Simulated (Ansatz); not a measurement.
CH2 (triplet): measurement beside calculation (Ansatz, PBE0-D4/def2-TZVP geometry).

Z-matrix (Å, degrees):
```
C
H 1 1.079
H 1 1.079 2 134.8
```

Enthalpy of formation at 298 K: 93.7 kcal/mol (zero for an element's reference state; older measured values of the G2 set, as listed by Staroverov and co-workers, J. Chem. Phys. 119, 12129, 2003). With their computed zero-point and thermal terms and the atoms' enthalpies of Curtiss and co-workers (1997) it gives an electronic atomization energy of 190.3 kcal/mol.

```json
{"level": "LDA (SPW92)", "atomization (kcal/mol)": "212.6", "error": "22.2", "error per bond": "11.1"}
{"level": "PBE-D4", "atomization (kcal/mol)": "194.8", "error": "4.4", "error per bond": "2.2"}
{"level": "revPBE-D4", "atomization (kcal/mol)": "191.8", "error": "1.4", "error per bond": "0.7"}
{"level": "BLYP-D4", "atomization (kcal/mol)": "190.6", "error": "0.2", "error per bond": "0.1"}
{"level": "r2SCAN-D4", "atomization (kcal/mol)": "196.8", "error": "6.4", "error per bond": "3.2"}
{"level": "B97M-V", "atomization (kcal/mol)": "190.9", "error": "0.6", "error per bond": "0.3"}
{"level": "PBE0-D4", "atomization (kcal/mol)": "193.9", "error": "3.5", "error per bond": "1.8"}
{"level": "B3LYP-D4", "atomization (kcal/mol)": "192.5", "error": "2.2", "error per bond": "1.1"}
{"level": "r2SCANh-D4", "atomization (kcal/mol)": "196.3", "error": "5.9", "error per bond": "3.0"}
{"level": "r2SCAN0-D4", "atomization (kcal/mol)": "195.5", "error": "5.2", "error per bond": "2.6"}
{"level": "HSE06-D4", "atomization (kcal/mol)": "194.0", "error": "3.6", "error per bond": "1.8"}
{"level": "BHLYP-D4", "atomization (kcal/mol)": "189.2", "error": "-1.1", "error per bond": "-0.6"}
{"level": "CAM-B3LYP-D4", "atomization (kcal/mol)": "192.7", "error": "2.3", "error per bond": "1.2"}
{"level": "ωB97X-V", "atomization (kcal/mol)": "188.4", "error": "-1.9", "error per bond": "-1.0"}
{"level": "ωB97M-V", "atomization (kcal/mol)": "190.7", "error": "0.3", "error per bond": "0.2"}
{"level": "B2PLYP", "atomization (kcal/mol)": "190.0", "error": "-0.4", "error per bond": "-0.2"}
{"level": "PBE-QIDH", "atomization (kcal/mol)": "191.8", "error": "1.5", "error per bond": "0.7"}
{"level": "PBE", "atomization (kcal/mol)": "194.6", "error": "4.2", "error per bond": "2.1"}
{"level": "revPBE", "atomization (kcal/mol)": "190.8", "error": "0.5", "error per bond": "0.2"}
{"level": "BLYP", "atomization (kcal/mol)": "190.1", "error": "-0.3", "error per bond": "-0.1"}
{"level": "r2SCAN", "atomization (kcal/mol)": "196.7", "error": "6.4", "error per bond": "3.2"}
{"level": "PBE0", "atomization (kcal/mol)": "193.7", "error": "3.4", "error per bond": "1.7"}
{"level": "B3LYP", "atomization (kcal/mol)": "192.2", "error": "1.8", "error per bond": "0.9"}
{"level": "r2SCANh", "atomization (kcal/mol)": "196.2", "error": "5.9", "error per bond": "2.9"}
{"level": "r2SCAN0", "atomization (kcal/mol)": "195.4", "error": "5.1", "error per bond": "2.5"}
{"level": "HSE06", "atomization (kcal/mol)": "193.8", "error": "3.5", "error per bond": "1.7"}
{"level": "BHLYP", "atomization (kcal/mol)": "189.0", "error": "-1.3", "error per bond": "-0.7"}
{"level": "CAM-B3LYP", "atomization (kcal/mol)": "192.5", "error": "2.1", "error per bond": "1.1"}
{"level": "LC-ωPBE", "atomization (kcal/mol)": "193.5", "error": "3.1", "error per bond": "1.6"}
{"level": "HF/def2-TZVPP", "atomization (kcal/mol)": "154.8", "error": "-35.5", "error per bond": "-17.8"}
{"level": "MP2/def2-TZVPP", "atomization (kcal/mol)": "186.8", "error": "-3.5", "error per bond": "-1.8"}
{"level": "SCS-MP2/def2-TZVPP", "atomization (kcal/mol)": "185.6", "error": "-4.7", "error per bond": "-2.4"}
{"level": "CCSD/def2-TZVPP", "atomization (kcal/mol)": "186.1", "error": "-4.3", "error per bond": "-2.1"}
{"level": "CCSD(T)/def2-TZVPP", "atomization (kcal/mol)": "186.9", "error": "-3.4", "error per bond": "-1.7"}
{"level": "HF/def2-QZVPP", "atomization (kcal/mol)": "155.0", "error": "-35.4", "error per bond": "-17.7"}
{"level": "MP2/def2-QZVPP", "atomization (kcal/mol)": "188.8", "error": "-1.6", "error per bond": "-0.8"}
{"level": "SCS-MP2/def2-QZVPP", "atomization (kcal/mol)": "187.7", "error": "-2.7", "error per bond": "-1.3"}
{"level": "CCSD/def2-QZVPP", "atomization (kcal/mol)": "188.0", "error": "-2.4", "error per bond": "-1.2"}
{"level": "CCSD(T)/def2-QZVPP", "atomization (kcal/mol)": "188.9", "error": "-1.5", "error per bond": "-0.7"}
{"level": "HF/CBS(def2)", "atomization (kcal/mol)": "155.0", "error": "-35.4", "error per bond": "-17.7"}
{"level": "MP2/CBS(def2)", "atomization (kcal/mol)": "190.1", "error": "-0.2", "error per bond": "-0.1"}
{"level": "CCSD/CBS(def2)", "atomization (kcal/mol)": "189.3", "error": "-1.1", "error per bond": "-0.5"}
{"level": "CCSD(T)/CBS(def2)", "atomization (kcal/mol)": "190.3", "error": "-0.1", "error per bond": "0.0"}
```

Functionals use def2-TZVPP; B3LYP here is the variant with VWN-RPA as its local correlation; programs differ in this. The calculations leave out spin–orbit coupling, scalar relativity and, for the correlated methods, core correlation; together these are worth up to about 1 kcal/mol a heavy atom. HSE06 is defined as in plane-wave codes. CBS extrapolates def2-TZVPP and def2-QZVPP. T1 = 0.011.
